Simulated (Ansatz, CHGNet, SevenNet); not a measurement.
# Wurtzite AlN: properties by level of theory

Reference values: lattice constant a 3.111 Å (measured, low temperature, extrapolated to low temperature; as tabulated in arXiv:1206.3780); lattice parameter c 4.979 Å (measured, low temperature, extrapolated to low temperature; as tabulated in arXiv:1206.3780).

```
level (code)         equilibrium lattice constant a (Å)  c axis length (Å)
-------------------  ----------------------------------  -----------------
CHGNet-r²SCAN                                     3.106              4.974
SevenNet-l3i5                                     3.130              5.011
LDA (Ansatz)                                        ___              4.944
PBE (Ansatz)                                      3.130              5.019
PBE-D3(BJ) (Ansatz)                               3.109              4.979
r²SCAN (Ansatz)                                   3.107              4.978
```

Complete the blanks.


- LDA (Ansatz, a first-principles code), equilibrium lattice constant a (Å): 3.089

Differences from the reference values (errors of the level alone only where the reference is corrected to a static lattice):

| level | lattice constant a (%) | lattice parameter c (%) |
|---|---|---|
| CHGNet-r²SCAN | -0.16 | -0.10 |
| SevenNet-l3i5 | +0.61 | +0.64 |
| LDA | -0.71 | -0.70 |
| PBE | +0.61 | +0.80 |
| PBE-D3(BJ) | -0.06 | 0.00 |
| r²SCAN | -0.13 | -0.02 |

Nearest: lattice constant a, not ranked (one source); lattice parameter c, not ranked (one source).

Machine-learned potentials (CHGNet-r²SCAN, SevenNet-l3i5) are trained on DFT data: a solid inside that data is no test of them.

Ansatz's density-functional and Hartree–Fock values are scalar-relativistic unless marked +SOC, with PAW data made under PBE.

Differences are worked out from the printed values.

The computed numbers hold no vibrational or temperature effects.
